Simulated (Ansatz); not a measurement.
# N4O2: the cost of one run

Program: Ansatz 0.2.0. Level of theory: the levels named in each step. These are calculated values, not measurements.

### Step 1. The starting structure

Bond lengths: N1–N2 1.106 Å, N2–O3 1.149 Å, N4–N5 1.105 Å, N5–O6 1.151 Å. Angles: N1–N2–O3 179.8°, N4–N5–O6 179.2°.

Coordinates:

```xyz
6

N     0.5795    0.8239    0.1324
N     1.0184    1.4771   -0.6446
O     1.4742    2.1579   -1.4495
N    -1.0373   -1.5440    1.8613
N    -1.0403   -1.5138    0.7568
O    -1.0542   -1.4954   -0.3940
```

### Step 2. A rough first relaxation, PBE-D4/def2-SVP

This run stands in another session on the same molecule. It ended at:

```xyz
6

N     0.6209    0.8811    0.1894
N     1.0547    1.5300   -0.6491
O     1.5050    2.2036   -1.5155
N    -1.0444   -1.5561    1.9045
N    -1.0795   -1.5693    0.7599
O    -1.1165   -1.5836   -0.4269
```

### Step 3. Relaxation, HF/STO-3G

Contents of input.yaml:

```yaml
crystal:
  periodic: [false, false, false]
  atoms:
    - { symbol: "N", position_ang: [0.62090774, 0.88109236, 0.18941032] }
    - { symbol: "N", position_ang: [1.05468717, 1.53003143, -0.64912697] }
    - { symbol: O, position_ang: [1.50503201, 2.20361313, -1.51550654] }
    - { symbol: "N", position_ang: [-1.04435804, -1.55612147, 1.90445576] }
    - { symbol: "N", position_ang: [-1.07954798, -1.56930362, 0.75994651] }
    - { symbol: O, position_ang: [-1.1164609, -1.58358183, -0.42690908] }
basis:
  gaussian: { orbitals: STO-3G }
hamiltonian:
  xc: hf
relax:
  f_tol: 0.002
  max_steps: 150
```

The run is started by

```sh
ansatz run input.yaml --threads 2 --pin off --max-ram 5120MiB --backend cpu --events-out ev --progress --plain --runs-dir out
```

**Question.** How long does this run take on 2 threads of Arm Neoverse V2, shared host, and how much memory does it need?

About 5.2 s, with a peak of 0.076 GiB.
